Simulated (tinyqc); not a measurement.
Worked calculation (part 2 of 3): RHF in the sto-6g basis, for CH3-, spin multiplicity 1. The basis has no diffuse functions, so it cannot describe the extra electron: this is an exercise in the method, not the real anion. Computed by tinyqc, a small Python program that keeps every step (integrals from PySCF). Command: `OMP_NUM_THREADS=1 python tinyqc.py 27111 27112 out.jsonl` (the two numbers bound the seeds that draw the settings). One thread of a shared host (Intel(R) Xeon(R) Processor @ 2.60GHz), about 0.2 s of CPU time with the checks.

Geometry (angstrom):
```
atom          x          y         z
C      0.000000   0.000000  0.045000
H      1.349000   0.000000  0.000000
H     -0.675000   1.168000  0.000000
H     -0.675000  -1.168000  0.000000
```

## Iteration 1: building the Fock matrix

D at the start:
```
            1C 1s      1C 2s     1C 2px     1C 2py     1C 2pz      2H 1s      3H 1s      4H 1s
1C 1s    2.049602  -0.205753  -0.000037   0.000000  -0.009053  -0.134083  -0.134053  -0.134053
1C 2s   -0.205753   0.987210   0.000120   0.000000   0.031608   0.331714   0.331613   0.331613
1C 2px  -0.000037   0.000120   1.292202   0.000000  -0.000003   0.445056  -0.222572  -0.222572
1C 2py   0.000000   0.000000   0.000000   1.292514   0.000000   0.000000   0.385462  -0.385462
1C 2pz  -0.009053   0.031608  -0.000003   0.000000   1.999141  -0.007218  -0.007215  -0.007215
2H 1s   -0.134083   0.331714   0.445056   0.000000  -0.007218   0.266979   0.037024   0.037024
3H 1s   -0.134053   0.331613  -0.222572   0.385462  -0.007215   0.037024   0.266959   0.037049
4H 1s   -0.134053   0.331613  -0.222572  -0.385462  -0.007215   0.037024   0.037049   0.266959
```

core Hamiltonian H = T + V (hartree):
```
             1C 1s      1C 2s     1C 2px     1C 2py     1C 2pz      2H 1s      3H 1s      4H 1s
1C 1s   -19.115477  -4.397287   0.000008   0.000000   0.001166  -0.649137  -0.649111  -0.649111
1C 2s    -4.397287  -5.833950   0.000087   0.000000   0.012306  -1.735026  -1.735007  -1.735007
1C 2px    0.000008   0.000087  -4.887182   0.000000  -0.000002  -1.576962   0.789079   0.789079
1C 2py    0.000000   0.000000   0.000000  -4.887062   0.000000   0.000000  -1.365350   1.365350
1C 2pz    0.001166   0.012306  -0.000002   0.000000  -4.766398   0.054646   0.054645   0.054645
2H 1s    -0.649137  -1.735026  -1.576962   0.000000   0.054646  -3.258684  -0.318025  -0.318025
3H 1s    -0.649111  -1.735007   0.789079  -1.365350   0.054645  -0.318025  -3.258736  -0.318410
4H 1s    -0.649111  -1.735007   0.789079   1.365350   0.054645  -0.318025  -0.318410  -3.258736
```

nuclear repulsion = 7.73637125 hartree

Given earlier and not repeated: Two-electron integrals (ij|kl) in chemists' order.

J_ij = sum D_kl (ij|kl), K_ij = sum D_kl (ik|jl); F = H + J - 0.5 K; E = tr D H + tr D J / 2 - 0.25 tr D K + E_nn.

Coulomb J (hartree):
```
            1C 1s      1C 2s     1C 2px     1C 2py     1C 2pz      2H 1s      3H 1s      4H 1s
1C 1s   13.017012   2.454195  -0.000001   0.000000   0.000412   0.367023   0.367008   0.367008
1C 2s    2.454195   6.266351  -0.000026   0.000000  -0.001210   1.810092   1.810049   1.810049
1C 2px  -0.000001  -0.000026   6.272718   0.000000   0.000001   1.756458  -0.878860  -0.878860
1C 2py   0.000000   0.000000   0.000000   6.272678   0.000000   0.000000   1.520738  -1.520738
1C 2pz   0.000412  -0.001210   0.000001   0.000000   6.253653  -0.058867  -0.058865  -0.058865
2H 1s    0.367023   1.810092   1.756458   0.000000  -0.058867   3.828464   0.318388   0.318388
3H 1s    0.367008   1.810049  -0.878860   1.520738  -0.058865   0.318388   3.828447   0.318782
4H 1s    0.367008   1.810049  -0.878860  -1.520738  -0.058865   0.318388   0.318782   3.828447
```

exchange K (hartree):
```
            1C 1s     1C 2s     1C 2px     1C 2py     1C 2pz      2H 1s      3H 1s      4H 1s
1C 1s    7.210902  1.237090  -0.000004   0.000000  -0.000772   0.193104   0.193100   0.193100
1C 2s    1.237090  1.861312   0.000007   0.000000   0.006497   0.687384   0.687338   0.687338
1C 2px  -0.000004  0.000007   1.550350   0.000000   0.000000   0.645359  -0.322870  -0.322870
1C 2py   0.000000  0.000000   0.000000   1.550343   0.000000   0.000000   0.558783  -0.558783
1C 2pz  -0.000772  0.006497   0.000000   0.000000   1.684263  -0.019491  -0.019489  -0.019489
2H 1s    0.193104  0.687384   0.645359   0.000000  -0.019491   0.811358   0.139479   0.139479
3H 1s    0.193100  0.687338  -0.322870   0.558783  -0.019489   0.139479   0.811315   0.139660
4H 1s    0.193100  0.687338  -0.322870  -0.558783  -0.019489   0.139479   0.139660   0.811315
```

Fock matrix F (hartree):
```
            1C 1s      1C 2s     1C 2px     1C 2py     1C 2pz      2H 1s      3H 1s      4H 1s
1C 1s   -9.703916  -2.561637   0.000009   0.000000   0.001964  -0.378665  -0.378652  -0.378652
1C 2s   -2.561637  -0.498255   0.000058   0.000000   0.007848  -0.268627  -0.268627  -0.268627
1C 2px   0.000009   0.000058   0.610362   0.000000  -0.000001  -0.143183   0.071653   0.071653
1C 2py   0.000000   0.000000   0.000000   0.610445   0.000000   0.000000  -0.124003   0.124003
1C 2pz   0.001964   0.007848  -0.000001   0.000000   0.645124   0.005524   0.005525   0.005525
2H 1s   -0.378665  -0.268627  -0.143183   0.000000   0.005524   0.164101  -0.069377  -0.069377
3H 1s   -0.378652  -0.268627   0.071653  -0.124003   0.005525  -0.069377   0.164054  -0.069458
4H 1s   -0.378652  -0.268627   0.071653   0.124003   0.005525  -0.069377  -0.069458   0.164054
```

total energy of this density = -38.29813558 hartree

## Iteration 1: diagonalisation and new density

X:
```
                1          2          3          4          5          6          7          8
1C 1s   -0.382512  -0.000195   0.000000   0.901325   0.269514   0.000000   0.000142   0.207302
1C 2s    1.160366   0.000468   0.000000  -0.005455   0.029766   0.000000   0.000220   0.501418
1C 2px  -0.000535   0.950535   0.000000  -0.000050  -0.000017   0.000000   0.615561  -0.000185
1C 2py   0.000000   0.000000   0.950299   0.000000   0.000000   0.615674   0.000000   0.000000
1C 2pz  -0.034878  -0.000013   0.000000  -0.294073   0.955344   0.000000  -0.000005  -0.015114
2H 1s   -0.550257  -0.837576   0.000000  -0.206455  -0.061708   0.000000   0.465861   0.304470
3H 1s   -0.550712   0.418542  -0.725170  -0.206312  -0.061664   0.403405  -0.232854   0.304627
4H 1s   -0.550712   0.418542   0.725170  -0.206312  -0.061664  -0.403405  -0.232854   0.304627
```

Diagonalise F' = X^T F X, C = X C', fill 5 alpha and 5 beta electrons from the bottom; D = 2 C_occ C_occ^T. Each column has its largest component positive (the first on a tie).

F' = X^T F X (hartree):
```
           1          2         3          4          5         6          7          8
1   0.758304  -0.000289  0.000000   1.344373   0.404235  0.000000   0.000182   0.541673
2  -0.000289   1.139036  0.000000   0.000849   0.000258  0.000000   0.236165   0.000276
3   0.000000   0.000000  1.138684   0.000000   0.000000  0.236186   0.000000   0.000000
4   1.344373   0.000849  0.000000  -7.377391  -2.472958  0.000000  -0.001779  -3.149752
5   0.404235   0.000258  0.000000  -2.472958  -0.117099  0.000000  -0.000549  -0.974456
6   0.000000   0.000000  0.236186   0.000000   0.000000  0.184201   0.000000   0.000000
7   0.000182   0.236165  0.000000  -0.001779  -0.000549  0.000000   0.184049  -0.000771
8   0.541673   0.000276  0.000000  -3.149752  -0.974456  0.000000  -0.000771  -1.457530
```

orbital energies (hartree): MO1 -9.708775, MO2 -0.105573, MO3 0.128839, MO4 0.128954, MO5 0.644920, MO6 0.975712, MO7 1.193931, MO8 1.194247

coefficients C:
```
              MO1        MO2        MO3        MO4        MO5        MO6        MO7        MO8
1C 1s    0.993843  -0.171930  -0.000064   0.000000  -0.014160  -0.238392   0.000000   0.000085
1C 2s    0.026373   0.496770   0.000216   0.000000   0.061888   1.160810   0.000000  -0.000440
1C 2px  -0.000002  -0.000111   0.383017   0.000000  -0.000001   0.000266   0.000000   1.065707
1C 2py   0.000000   0.000000   0.000000   0.383050   0.000000   0.000000   1.065549   0.000000
1C 2pz  -0.000362  -0.010602  -0.000004   0.000000   0.998185  -0.064186   0.000000   0.000022
2H 1s   -0.004625   0.347026   0.644266   0.000000  -0.016388  -0.567311   0.000000  -0.709112
3H 1s   -0.004626   0.347209  -0.322050   0.557969  -0.016381  -0.566819  -0.614230   0.354969
4H 1s   -0.004626   0.347209  -0.322050  -0.557969  -0.016381  -0.566819   0.614230   0.354969
```

D after iteration 1:
```
            1C 1s      1C 2s     1C 2px     1C 2py     1C 2pz      2H 1s      3H 1s      4H 1s
1C 1s    2.034967  -0.120149  -0.000015   0.000000  -0.025342  -0.128140  -0.128081  -0.128081
1C 2s   -0.120149   0.502612   0.000055   0.000000   0.112999   0.342789   0.342555   0.342555
1C 2px  -0.000015   0.000055   0.293404   0.000000  -0.000003   0.493453  -0.246779  -0.246779
1C 2py   0.000000   0.000000   0.000000   0.293454   0.000000   0.000000   0.427459  -0.427459
1C 2pz  -0.025342   0.112999  -0.000003   0.000000   1.992971  -0.040077  -0.040059  -0.040059
2H 1s   -0.128140   0.342789   0.493453   0.000000  -0.040077   1.071591  -0.173412  -0.173412
3H 1s   -0.128081   0.342555  -0.246779   0.427459  -0.040059  -0.173412   1.071778  -0.173537
4H 1s   -0.128081   0.342555  -0.246779  -0.427459  -0.040059  -0.173412  -0.173537   1.071778
```

## Iteration 2: building the Fock matrix

As before.

Coulomb J (hartree):
```
            1C 1s      1C 2s     1C 2px     1C 2py     1C 2pz      2H 1s      3H 1s      4H 1s
1C 1s   11.900014   2.201025  -0.000011   0.000000   0.003003   0.330034   0.330022   0.330022
1C 2s    2.201025   5.666446  -0.000115   0.000000   0.006397   1.696357   1.696360   1.696360
1C 2px  -0.000011  -0.000115   5.672220   0.000000   0.000002   1.678683  -0.839997  -0.839997
1C 2py   0.000000   0.000000   0.000000   5.672107   0.000000   0.000000   1.453445  -1.453445
1C 2pz   0.003003   0.006397   0.000002   0.000000   5.655009  -0.055075  -0.055075  -0.055075
2H 1s    0.330034   1.696357   1.678683   0.000000  -0.055075   3.892635   0.301488   0.301488
3H 1s    0.330022   1.696360  -0.839997   1.453445  -0.055075   0.301488   3.892797   0.301880
4H 1s    0.330022   1.696360  -0.839997  -1.453445  -0.055075   0.301488   0.301880   3.892797
```

exchange K (hartree):
```
            1C 1s      1C 2s     1C 2px     1C 2py     1C 2pz      2H 1s      3H 1s      4H 1s
1C 1s    7.165337   1.168029  -0.000004   0.000000  -0.000051   0.184196   0.184191   0.184191
1C 2s    1.168029   1.454265  -0.000057   0.000000   0.039665   0.662663   0.662621   0.662621
1C 2px  -0.000004  -0.000057   0.948778   0.000000   0.000003   0.661127  -0.330773  -0.330773
1C 2py   0.000000   0.000000   0.000000   0.948543   0.000000   0.000000   0.572463  -0.572463
1C 2pz  -0.000051   0.039665   0.000003   0.000000   1.564877  -0.022213  -0.022209  -0.022209
2H 1s    0.184196   0.662663   0.661127   0.000000  -0.022213   1.295978   0.112075   0.112075
3H 1s    0.184191   0.662621  -0.330773   0.572463  -0.022209   0.112075   1.296062   0.112226
4H 1s    0.184191   0.662621  -0.330773  -0.572463  -0.022209   0.112075   0.112226   1.296062
```

Fock matrix F (hartree):
```
             1C 1s      1C 2s     1C 2px     1C 2py     1C 2pz      2H 1s      3H 1s      4H 1s
1C 1s   -10.798132  -2.780276  -0.000001   0.000000   0.004195  -0.411200  -0.411185  -0.411185
1C 2s    -2.780276  -0.894637   0.000000   0.000000  -0.001128  -0.370001  -0.369958  -0.369958
1C 2px   -0.000001   0.000000   0.310649   0.000000  -0.000001  -0.228843   0.114468   0.114468
1C 2py    0.000000   0.000000   0.000000   0.310773   0.000000   0.000000  -0.198136   0.198136
1C 2pz    0.004195  -0.001128  -0.000001   0.000000   0.106173   0.010677   0.010674   0.010674
2H 1s    -0.411200  -0.370001  -0.228843   0.000000   0.010677  -0.014038  -0.072575  -0.072575
3H 1s    -0.411185  -0.369958   0.114468  -0.198136   0.010674  -0.072575  -0.013969  -0.072643
4H 1s    -0.411185  -0.369958   0.114468   0.198136   0.010674  -0.072575  -0.072643  -0.013969
```

total energy of this density = -39.00992412 hartree

## Iteration 2: diagonalisation and new density

As before.

F' = X^T F X (hartree):
```
           1          2         3          4          5          6          7          8
1   0.438937  -0.000363  0.000000   1.545084   0.456681   0.000000   0.000217   0.478926
2  -0.000363   0.888795  0.000000   0.000948   0.000281   0.000000   0.172476   0.000281
3   0.000000   0.000000  0.888525   0.000000   0.000000   0.172507   0.000000   0.000000
4   1.545084   0.000948  0.000000  -8.298066  -2.588151   0.000000  -0.001904  -3.410132
5   0.456681   0.000281  0.000000  -2.588151  -0.691258   0.000000  -0.000588  -1.053696
6   0.000000   0.000000  0.172507   0.000000   0.000000  -0.059945   0.000000   0.000000
7   0.000217   0.172476  0.000000  -0.001904  -0.000588   0.000000  -0.060117  -0.000902
8   0.478926   0.000281  0.000000  -3.410132  -1.053696   0.000000  -0.000902  -1.806328
```

orbital energies (hartree): MO1 -10.800766, MO2 -0.374843, MO3 -0.090494, MO4 -0.090346, MO5 0.105377, MO6 0.713516, MO7 0.918926, MO8 0.919172

coefficients C:
```
              MO1        MO2        MO3        MO4        MO5        MO6        MO7        MO8
1C 1s    0.995663  -0.195748  -0.000007   0.000000  -0.011327  -0.211005   0.000000   0.000122
1C 2s    0.018736   0.636991   0.000039   0.000000   0.053976   1.090763   0.000000  -0.000652
1C 2px  -0.000001   0.000013   0.441356   0.000000   0.000003   0.000478   0.000000   1.042899
1C 2py   0.000000   0.000000   0.000000   0.441400   0.000000   0.000000   1.042731   0.000000
1C 2pz  -0.000488  -0.007154   0.000000   0.000000   0.998370  -0.061728   0.000000   0.000030
2H 1s   -0.003190   0.274358   0.603963   0.000000  -0.019095  -0.606011   0.000000  -0.743511
3H 1s   -0.003190   0.274272  -0.302040   0.523141  -0.019084  -0.605275  -0.644152   0.372371
4H 1s   -0.003190   0.274272  -0.302040  -0.523141  -0.019084  -0.605275   0.644152   0.372371
```

D after iteration 2:
```
            1C 1s      1C 2s     1C 2px     1C 2py     1C 2pz      2H 1s      3H 1s      4H 1s
1C 1s    2.059582  -0.213292  -0.000012   0.000000  -0.020789  -0.113338  -0.113293  -0.113293
1C 2s   -0.213292   0.818044   0.000051   0.000000   0.098644   0.347393   0.347215   0.347215
1C 2px  -0.000012   0.000051   0.389590   0.000000   0.000005   0.533133  -0.266607  -0.266607
1C 2py   0.000000   0.000000   0.000000   0.389668   0.000000   0.000000   0.461829  -0.461829
1C 2pz  -0.020789   0.098644   0.000005   0.000000   1.993590  -0.042051  -0.042027  -0.042027
2H 1s   -0.113338   0.347393   0.533133   0.000000  -0.042051   0.880837  -0.213595  -0.213595
3H 1s   -0.113293   0.347215  -0.266607   0.461829  -0.042027  -0.213595   0.881008  -0.213697
4H 1s   -0.113293   0.347215  -0.266607  -0.461829  -0.042027  -0.213595  -0.213697   0.881008
```

## Iteration 9 (converged): orbitals

converged F (hartree):
```
             1C 1s      1C 2s     1C 2px     1C 2py     1C 2pz      2H 1s      3H 1s      4H 1s
1C 1s   -10.595658  -2.732383  -0.000002   0.000000   0.003980  -0.404813  -0.404797  -0.404797
1C 2s    -2.732383  -0.862152   0.000008   0.000000   0.000956  -0.357430  -0.357398  -0.357398
1C 2px   -0.000002   0.000008   0.381460   0.000000  -0.000006  -0.215655   0.107868   0.107868
1C 2py    0.000000   0.000000   0.000000   0.381585   0.000000   0.000000  -0.186723   0.186723
1C 2pz    0.003980   0.000956  -0.000006   0.000000   0.199128   0.011861   0.011858   0.011858
2H 1s    -0.404813  -0.357430  -0.215655   0.000000   0.011861   0.015780  -0.063531  -0.063531
3H 1s    -0.404797  -0.357398   0.107868  -0.186723   0.011858  -0.063531   0.015835  -0.063596
4H 1s    -0.404797  -0.357398   0.107868   0.186723   0.011858  -0.063531  -0.063596   0.015835
```

As before.

F' = X^T F X (hartree):
```
           1          2         3          4          5          6          7          8
1   0.473332  -0.000371  0.000000   1.525506   0.447966   0.000000   0.000204   0.458474
2  -0.000371   0.943120  0.000000   0.000936   0.000271   0.000000   0.200316   0.000258
3   0.000000   0.000000  0.942842   0.000000   0.000000   0.200352   0.000000   0.000000
4   1.525506   0.000936  0.000000  -8.126383  -2.565225   0.000000  -0.001876  -3.359537
5   0.447966   0.000271  0.000000  -2.565225  -0.591554   0.000000  -0.000581  -1.036676
6   0.000000   0.000000  0.200352   0.000000   0.000000  -0.015008   0.000000   0.000000
7   0.000204   0.200316  0.000000  -0.001876  -0.000581   0.000000  -0.015178  -0.000888
8   0.458474   0.000258  0.000000  -3.359537  -1.036676   0.000000  -0.000888  -1.752282
```

orbital energies (hartree): MO1 -10.598373, MO2 -0.344082, MO3 -0.055365, MO4 -0.055227, MO5 0.198138, MO6 0.747429, MO7 0.983060, MO8 0.983307

coefficients C:
```
              MO1        MO2        MO3        MO4        MO5        MO6        MO7        MO8
1C 1s    0.995559  -0.198334  -0.000010   0.000000  -0.013677  -0.208934   0.000000   0.000103
1C 2s    0.019143   0.648554   0.000045   0.000000   0.064828   1.083325   0.000000  -0.000556
1C 2px  -0.000001   0.000002   0.416564   0.000000   0.000009   0.000399   0.000000   1.053046
1C 2py   0.000000   0.000000   0.000000   0.416601   0.000000   0.000000   1.052885   0.000000
1C 2pz  -0.000474  -0.010952   0.000003   0.000000   0.997806  -0.069769   0.000000   0.000021
2H 1s   -0.003193   0.267843   0.621404   0.000000  -0.023213  -0.608692   0.000000  -0.729068
3H 1s   -0.003193   0.267787  -0.310740   0.538238  -0.023190  -0.608072  -0.631591   0.365072
4H 1s   -0.003193   0.267787  -0.310740  -0.538238  -0.023190  -0.608072   0.631591   0.365072
```

D after iteration 9:
```
            1C 1s      1C 2s     1C 2px     1C 2py     1C 2pz      2H 1s      3H 1s      4H 1s
1C 1s    2.061322  -0.220918  -0.000010   0.000000  -0.023893  -0.111979  -0.111939  -0.111939
1C 2s   -0.220918   0.850382   0.000042   0.000000   0.115147   0.344345   0.344191   0.344191
1C 2px  -0.000010   0.000042   0.347052   0.000000   0.000020   0.517710  -0.258886  -0.258886
1C 2py   0.000000   0.000000   0.000000   0.347112   0.000000   0.000000   0.448460  -0.448460
1C 2pz  -0.023893   0.115147   0.000020   0.000000   1.991475  -0.052185  -0.052144  -0.052144
2H 1s   -0.111979   0.344345   0.517710   0.000000  -0.052185   0.916863  -0.241644  -0.241644
3H 1s   -0.111939   0.344191  -0.258886   0.448460  -0.052144  -0.241644   0.917035  -0.241765
4H 1s   -0.111939   0.344191  -0.258886  -0.448460  -0.052144  -0.241644  -0.241765   0.917035
```

## Convergence

Stop when the energy changes by less than 1e-09 hartree and every element of the error matrix X^T (F D S - S D F) X is below 9e-06.

Course of the cycle:
```
iteration   E (hartree)     change  largest element of the error matrix
1          -38.29813558          -                             8.27e-01
2          -39.00992412  -7.12e-01                             2.03e-01
3          -39.05140017  -4.15e-02                             4.60e-02
4          -39.05346976  -2.07e-03                             1.41e-02
5          -39.05361588  -1.46e-04                             3.16e-03
6          -39.05363554  -1.97e-05                             3.79e-04
7          -39.05363583  -2.95e-07                             3.92e-05
8          -39.05363584  -4.02e-09                             6.14e-07
9          -39.05363584  -3.41e-13                             1.10e-07
```

PySCF RHF in the same basis = -39.05363584 hartree

Converged in 9 iterations.
